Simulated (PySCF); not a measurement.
# BN₂H₇: electronic excitations at several levels of theory, part 1 of 2

How much do the electronic excitations of BN₂H₇ (`N[BH2-][NH3+]`) depend on the level of theory, and what does each level cost?

Programs: PySCF 2.14.0, with density-fitted response routines of our own. Each step states its level of theory. These are calculated values for one molecule in the gas phase, unless marked as measured. Atoms are numbered from 0 throughout.

### 1 The starting structure

10 atoms, charge 0, multiplicity 1; geometry from: PBE0-D3(BJ)/def2-SVP.

Bonds of the start (Å): N0–B1 1.49, B1–N2 1.69, N0–H3 1.01, N0–H4 1.01, B1–H5 1.23, B1–H6 1.23, N2–H7 1.02, N2–H8 1.02, N2–H9 1.02.

### 2 TDDFT and polarisability: wB97X-D/def2-SVPD

Job settings and geometry (Å):

```
{"job": {"kind": "uv", "xc": "wB97X-D", "basis": "def2-SVPD", "ip": true}, "charge": 0, "multiplicity": 1}
N     -1.322346    -0.421132    -0.046294
B     -0.181368     0.502507    -0.297882
N      1.171308    -0.264402     0.353824
H     -1.770562    -0.793865    -0.875253
H     -2.044656    -0.070223     0.571792
H      0.142400     0.638080    -1.479157
H     -0.203573     1.566795     0.322831
H      1.276754    -1.182433    -0.079515
H      1.025926    -0.417912     1.352265
H      2.032624     0.267056     0.222027
```

Level: TDDFT wB97X-D/def2-SVPD, vertical, gas phase, core orbitals frozen in the response.

On the command line:

```sh
> OMP_NUM_THREADS=1 python probes_run.py task.json out
```

One launch serves the whole session: the jobs run in the order shown.

Log:

```text
coarse grid: 7552 points
cycle   1  E = -138.4040162174  dE =  7.093e-02  |g| = 4.407e-01  |ddm| = 3.757e+00
cycle   2  E = -138.4236214761  dE = -1.961e-02  |g| = 4.091e-01  |ddm| = 3.798e+00
cycle   3  E = -138.4596204795  dE = -3.600e-02  |g| = 3.993e-02  |ddm| = 1.431e+00
cycle   4  E = -138.4600448009  dE = -4.243e-04  |g| = 1.406e-02  |ddm| = 4.199e-01
cycle   5  E = -138.4601020044  dE = -5.720e-05  |g| = 2.995e-03  |ddm| = 1.302e-01
cycle   6  E = -138.4601055442  dE = -3.540e-06  |g| = 1.377e-03  |ddm| = 6.865e-02
final grid: 70800 points
cycle   7  E = -138.4711681109  dE = -4.823e-05  |g| = 8.005e-03  |ddm| = 1.584e-01
cycle   8  E = -138.4711702687  dE = -2.158e-06  |g| = 7.531e-03  |ddm| = 5.951e-02
cycle   9  E = -138.4711816662  dE = -1.140e-05  |g| = 4.131e-04  |ddm| = 1.710e-02
cycle  10  E = -138.4711817246  dE = -5.833e-08  |g| = 2.081e-04  |ddm| = 6.518e-03
cycle  11  E = -138.4711817378  dE = -1.324e-08  |g| = 5.365e-05  |ddm| = 2.116e-03
cycle  12  E = -138.4711817388  dE = -9.748e-10  |g| = 2.039e-05  |ddm| = 6.652e-04
converged SCF energy = -138.4711817388

Static polarisability (au): isotropic 40.720, principal 38.319 40.025 43.817

Singlet excitations
state   eV       nm        f      main configurations
  1   5.9035    210.0   0.07221   H->L 0.86, H->L+1 0.08
  2   6.7755    183.0   0.03606   H->L+1 0.79, H->L 0.10
  3   6.9934    177.3   0.02302   H-1->L 0.95
  4   7.6705    161.6   0.03299   H->L+3 0.85
  5   7.7874    159.2   0.08782   H->L+2 0.90
  6   8.1136    152.8   0.00404   H-1->L+1 0.55, H->L+6 0.35
  7   8.2169    150.9   0.01610   H->L+6 0.53, H-1->L+1 0.36
  8   8.3777    148.0   0.07158   H->L+4 0.50, H->L+5 0.36
  9   8.5222    145.5   0.02178   H->L+5 0.51, H->L+4 0.33
 10   8.6526    143.3   0.01618   H-1->L+2 0.89

Triplet excitations (Tamm-Dancoff, eV): 5.6588 6.5562 6.9430 7.6392
Vertical ionisation energy (delta-SCF) = 8.6804 eV
```

Run time: 13 s. Hardware: 1 thread of Arm Neoverse V1, shared host; peak memory 0.53 GiB.

The orbitals next to the gap, with their largest atomic shares:

```tsv
orbital	eV	atoms
HOMO−3	-12.48	N0 35 %, N2 27 %, B1 21 %
HOMO−2	-11.46	B1 34 %, N0 20 %, H6 15 %
HOMO−1	-9.47	B1 38 %, H5 22 %, H6 21 %
HOMO	-8.17	N0 63 %, B1 11 %, H4 6 %
LUMO	1.71	B1 35 %, H9 15 %, N2 15 %
LUMO+1	2.95	B1 31 %, H3 11 %, H4 10 %
LUMO+2	3.58	H9 25 %, B1 18 %, H8 12 %
```

With each of the 10 states as a Gaussian band of 0.4 eV half-width at 1/e, the curve within the window shown has maxima at 209 nm (ε 2,900), 180 nm (ε 2,300), 157 nm (ε 5,500), 149 nm (ε 5,300) L/(mol cm). Beyond the last state computed it falls off for lack of states. The curve at chosen wavelengths:

(nm, ε (L/mol/cm)): (138, 1043), (142, 3064), (146, 4906), (149, 5299), (153, 5305), (157, 5532), (161, 4995), (165, 3473), (168, 2449), (172, 1930), (176, 2110), (180, 2280), (184, 2070), (187, 1742), (191, 1384), (195, 1395), (199, 1820), (203, 2422), (206, 2781), (210, 2932), (214, 2663), (218, 2108), (222, 1475), (225, 1049), (229, 609), (233, 324)

Ground-state properties from the same run:

```tsv
property	computed
dipole moment (D)	3.80
polarisability (Å³)	6.03
HOMO–LUMO gap (eV)	9.88
−ε(HOMO) (eV)	8.17
```

### 3 TDDFT and polarisability: LC-wPBE/def2-SVPD

The job, as its differences from that of step 2:

```diff
@@ -1,2 +1,2 @@
-{"job": {"kind": "uv", "xc": "wB97X-D", "basis": "def2-SVPD", "ip": true}, "charge": 0, "multiplicity": 1}
+{"job": {"kind": "uv", "xc": "LC-wPBE", "basis": "def2-SVPD", "ip": true}, "charge": 0, "multiplicity": 1}
 N     -1.322346    -0.421132    -0.046294
```

With the program's defaults for keys left out, this is: TDDFT LC-wPBE/def2-SVPD, vertical, gas phase, core orbitals frozen in the response.

Log:

```text
coarse grid: 7552 points
cycle   1  E = -138.3682806679  dE =  1.036e-01  |g| = 4.268e-01  |ddm| = 3.917e+00
cycle   2  E = -138.3978635750  dE = -2.958e-02  |g| = 3.332e-01  |ddm| = 3.126e+00
cycle   3  E = -138.4209510851  dE = -2.309e-02  |g| = 4.513e-02  |ddm| = 1.157e+00
cycle   4  E = -138.4215278457  dE = -5.768e-04  |g| = 1.201e-02  |ddm| = 3.330e-01
cycle   5  E = -138.4215768062  dE = -4.896e-05  |g| = 2.754e-03  |ddm| = 9.140e-02
cycle   6  E = -138.4215807014  dE = -3.895e-06  |g| = 9.251e-04  |ddm| = 4.724e-02
final grid: 70800 points
cycle   7  E = -138.4336184942  dE = -2.236e-05  |g| = 5.870e-03  |ddm| = 3.797e-02
cycle   8  E = -138.4336202666  dE = -1.772e-06  |g| = 5.366e-03  |ddm| = 3.753e-02
cycle   9  E = -138.4336261187  dE = -5.852e-06  |g| = 2.284e-04  |ddm| = 1.307e-02
cycle  10  E = -138.4336261416  dE = -2.291e-08  |g| = 1.301e-04  |ddm| = 3.045e-03
cycle  11  E = -138.4336261467  dE = -5.093e-09  |g| = 3.459e-05  |ddm| = 8.472e-04
cycle  12  E = -138.4336261472  dE = -5.513e-10  |g| = 1.352e-05  |ddm| = 6.249e-04
converged SCF energy = -138.4336261472

Static polarisability (au): isotropic 39.205, principal 37.161 38.494 41.960

Singlet excitations
state   eV       nm        f      main configurations
  1   6.3810    194.3   0.06232   H->L 0.72, H->L+1 0.14
  2   7.2681    170.6   0.04741   H->L+1 0.63, H->L 0.20, H->L+4 0.11
  3   7.5515    164.2   0.03575   H-1->L 0.91
  4   8.1452    152.2   0.02034   H->L+3 0.56, H->L+6 0.35
  5   8.4097    147.4   0.09360   H->L+2 0.81
  6   8.5131    145.6   0.00385   H->L+6 0.34, H->L+3 0.25, H->L+7 0.17
  7   8.6486    143.4   0.02209   H-1->L+1 0.67, H->L+6 0.10
  8   8.8562    140.0   0.07123   H->L+5 0.76
  9   8.9666    138.3   0.03685   H->L+4 0.67, H->L+9 0.11, H->L+1 0.09
 10   9.1196    136.0   0.01338   H-1->L+2 0.80

Triplet excitations (Tamm-Dancoff, eV): 5.9880 6.9066 7.3024 7.9264
Vertical ionisation energy (delta-SCF) = 8.7775 eV
```

It took 18 s on 1 thread of Arm Neoverse V1, shared host; peak memory 0.52 GiB.

Key values: HOMO -9.05 eV, LUMO 1.80 eV; lowest singlet 6.38 eV.

### 4 Excited states and response: PBE0/6-31G*

The job, as its differences from that of step 3:

```diff
@@ -1,2 +1,2 @@
-{"job": {"kind": "uv", "xc": "LC-wPBE", "basis": "def2-SVPD", "ip": true}, "charge": 0, "multiplicity": 1}
+{"job": {"kind": "uv", "xc": "PBE0", "basis": "6-31G*"}, "charge": 0, "multiplicity": 1}
 N     -1.322346    -0.421132    -0.046294
```

Method: TDDFT PBE0/6-31G*, vertical, gas phase, core orbitals frozen in the response.

Log:

```text
coarse grid: 7552 points
cycle   1  E = -138.3710737464  dE =  5.924e-02  |g| = 5.061e-01  |ddm| = 2.446e+00
cycle   2  E = -138.3529930058  dE =  1.808e-02  |g| = 6.008e-01  |ddm| = 1.232e+00
cycle   3  E = -138.4383734130  dE = -8.538e-02  |g| = 6.643e-02  |ddm| = 7.084e-01
cycle   4  E = -138.4393669937  dE = -9.936e-04  |g| = 1.883e-02  |ddm| = 7.078e-02
cycle   5  E = -138.4394578788  dE = -9.089e-05  |g| = 4.461e-03  |ddm| = 2.181e-02
cycle   6  E = -138.4394618363  dE = -3.958e-06  |g| = 1.739e-03  |ddm| = 4.493e-03
final grid: 70800 points
cycle   7  E = -138.4127244211  dE = -1.654e-05  |g| = 8.833e-03  |ddm| = 1.496e-02
cycle   8  E = -138.4127142095  dE =  1.021e-05  |g| = 1.138e-02  |ddm| = 1.700e-02
cycle   9  E = -138.4127420092  dE = -2.780e-05  |g| = 3.064e-04  |ddm| = 8.809e-03
cycle  10  E = -138.4127420337  dE = -2.458e-08  |g| = 1.329e-04  |ddm| = 4.271e-04
cycle  11  E = -138.4127420376  dE = -3.908e-09  |g| = 4.374e-05  |ddm| = 1.304e-04
cycle  12  E = -138.4127420380  dE = -3.962e-10  |g| = 1.447e-05  |ddm| = 5.399e-05
converged SCF energy = -138.4127420380

Static polarisability (au): isotropic 30.061, principal 26.916 29.697 33.570

Singlet excitations
state   eV       nm        f      main configurations
  1   6.3112    196.5   0.09150   H->L 0.98
  2   7.5862    163.4   0.00001   H-1->L 1.00
  3   7.7123    160.8   0.01070   H->L+3 0.77, H->L+1 0.21
  4   8.0336    154.3   0.01555   H->L+2 0.98
  5   8.1060    153.0   0.01960   H->L+1 0.76, H->L+3 0.21
  6   8.8075    140.8   0.00008   H->L+4 0.99
  7   9.4038    131.8   0.00005   H-1->L+1 0.95
  8   9.4681    130.9   0.00091   H-2->L 0.64, H-1->L+2 0.33
  9   9.6132    129.0   0.03424   H-1->L+2 0.60, H-2->L 0.28, H-1->L+3 0.10
 10   9.6214    128.9   0.00711   H-1->L+3 0.85

Triplet excitations (Tamm-Dancoff, eV): 5.8837 7.0895 7.4645 7.8962
```

Wall time 3.1 s (1 thread of Arm Neoverse V1, shared host); peak memory 0.35 GiB.

This run: HOMO -5.65 eV, LUMO 1.73 eV; lowest singlet 6.31 eV.

### 5 Ultraviolet spectrum: PBE0/def2-SVP

The job, as its differences from that of step 4:

```diff
@@ -1,2 +1,2 @@
-{"job": {"kind": "uv", "xc": "PBE0", "basis": "6-31G*"}, "charge": 0, "multiplicity": 1}
+{"job": {"kind": "uv", "xc": "PBE0", "basis": "def2-SVP"}, "charge": 0, "multiplicity": 1}
 N     -1.322346    -0.421132    -0.046294
```

Level: TDDFT PBE0/def2-SVP, vertical, gas phase, core orbitals frozen in the response.

Log:

```text
coarse grid: 7552 points
cycle   1  E = -138.2523046634  dE =  4.217e-02  |g| = 4.841e-01  |ddm| = 2.755e+00
cycle   2  E = -138.2286024843  dE =  2.370e-02  |g| = 6.033e-01  |ddm| = 1.252e+00
cycle   3  E = -138.3159967460  dE = -8.739e-02  |g| = 6.506e-02  |ddm| = 7.446e-01
cycle   4  E = -138.3169704697  dE = -9.737e-04  |g| = 1.958e-02  |ddm| = 7.544e-02
cycle   5  E = -138.3170700489  dE = -9.958e-05  |g| = 4.583e-03  |ddm| = 2.341e-02
cycle   6  E = -138.3170743084  dE = -4.260e-06  |g| = 1.903e-03  |ddm| = 5.324e-03
final grid: 70800 points
cycle   7  E = -138.3256968904  dE = -1.948e-05  |g| = 8.715e-03  |ddm| = 1.780e-02
cycle   8  E = -138.3256859683  dE =  1.092e-05  |g| = 1.137e-02  |ddm| = 1.784e-02
cycle   9  E = -138.3257137117  dE = -2.774e-05  |g| = 2.773e-04  |ddm| = 9.697e-03
cycle  10  E = -138.3257137298  dE = -1.804e-08  |g| = 1.475e-04  |ddm| = 4.229e-04
cycle  11  E = -138.3257137345  dE = -4.766e-09  |g| = 4.106e-05  |ddm| = 1.402e-04
cycle  12  E = -138.3257137349  dE = -3.803e-10  |g| = 1.148e-05  |ddm| = 4.937e-05
converged SCF energy = -138.3257137349

Static polarisability (au): isotropic 32.269, principal 29.750 31.434 35.622

Singlet excitations
state   eV       nm        f      main configurations
  1   5.8945    210.3   0.09503   H->L 0.98
  2   7.1013    174.6   0.00014   H-1->L 0.99
  3   7.1270    174.0   0.01814   H->L+1 0.70, H->L+3 0.28
  4   7.5432    164.4   0.02385   H->L+2 0.98
  5   7.7025    161.0   0.01877   H->L+3 0.71, H->L+1 0.28
  6   8.3699    148.1   0.00060   H->L+4 0.98
  7   8.7555    141.6   0.00009   H-1->L+1 0.98
  8   8.9701    138.2   0.00133   H-1->L+2 0.67, H-2->L 0.32
  9   9.0933    136.3   0.03574   H-2->L 0.64, H-1->L+2 0.33
 10   9.1181    136.0   0.00369   H-1->L+3 0.98

Triplet excitations (Tamm-Dancoff, eV): 5.4778 6.6289 6.9869 7.3993
```

It took 4 s on 1 thread of Arm Neoverse V1, shared host; peak memory 0.4 GiB.

This run: HOMO -5.83 eV, LUMO 1.08 eV; lowest singlet 5.89 eV.

### 6 TDDFT and polarisability: PBE0/def2-TZVP

The job, as its differences from that of step 5:

```diff
@@ -1,2 +1,2 @@
-{"job": {"kind": "uv", "xc": "PBE0", "basis": "def2-SVP"}, "charge": 0, "multiplicity": 1}
+{"job": {"kind": "uv", "xc": "PBE0", "basis": "def2-TZVP"}, "charge": 0, "multiplicity": 1}
 N     -1.322346    -0.421132    -0.046294
```

Method: TDDFT PBE0/def2-TZVP, vertical, gas phase, core orbitals frozen in the response.

Log:

```text
coarse grid: 7552 points
cycle   1  E = -138.4256148366  dE =  4.789e-02  |g| = 5.125e-01  |ddm| = 1.922e+00
cycle   2  E = -138.3780347941  dE =  4.758e-02  |g| = 7.049e-01  |ddm| = 1.766e+00
cycle   3  E = -138.4955438857  dE = -1.175e-01  |g| = 6.999e-02  |ddm| = 1.224e+00
cycle   4  E = -138.4965571314  dE = -1.013e-03  |g| = 2.592e-02  |ddm| = 6.501e-02
cycle   5  E = -138.4967209080  dE = -1.638e-04  |g| = 5.264e-03  |ddm| = 2.137e-02
cycle   6  E = -138.4967263608  dE = -5.453e-06  |g| = 2.287e-03  |ddm| = 4.748e-03
final grid: 70800 points
cycle   7  E = -138.4852666928  dE = -4.664e-05  |g| = 9.320e-03  |ddm| = 2.880e-02
cycle   8  E = -138.4852528689  dE =  1.382e-05  |g| = 1.251e-02  |ddm| = 1.810e-02
cycle   9  E = -138.4852844391  dE = -3.157e-05  |g| = 4.205e-04  |ddm| = 1.036e-02
cycle  10  E = -138.4852844649  dE = -2.586e-08  |g| = 2.856e-04  |ddm| = 5.780e-04
cycle  11  E = -138.4852844812  dE = -1.625e-08  |g| = 5.291e-05  |ddm| = 2.024e-04
cycle  12  E = -138.4852844818  dE = -6.238e-10  |g| = 1.503e-05  |ddm| = 6.448e-05
converged SCF energy = -138.4852844818

Static polarisability (au): isotropic 38.047, principal 35.631 36.574 41.936

Singlet excitations
state   eV       nm        f      main configurations
  1   5.5909    221.8   0.09418   H->L 0.97
  2   6.5253    190.0   0.03665   H->L+1 0.89, H->L+3 0.08
  3   6.6804    185.6   0.00138   H-1->L 0.99
  4   7.0653    175.5   0.02938   H->L+2 0.98
  5   7.2639    170.7   0.03276   H->L+3 0.91, H->L+1 0.08
  6   7.9504    155.9   0.00009   H-1->L+1 0.47, H->L+5 0.37, H->L+4 0.13
  7   7.9835    155.3   0.00272   H-1->L+1 0.52, H->L+5 0.34, H->L+4 0.12
  8   8.3728    148.1   0.01308   H->L+4 0.69, H->L+5 0.25
  9   8.4359    147.0   0.01821   H-1->L+2 0.95
 10   8.4950    145.9   0.00956   H-1->L+3 0.99

Triplet excitations (Tamm-Dancoff, eV): 5.1827 6.1476 6.5544 6.9490
```

Wall time 7.8 s (1 thread of Arm Neoverse V1, shared host); peak memory 0.56 GiB.

In short: HOMO -6.18 eV, LUMO 0.40 eV; lowest singlet 5.59 eV.

(Continued in part 2 of 2.)
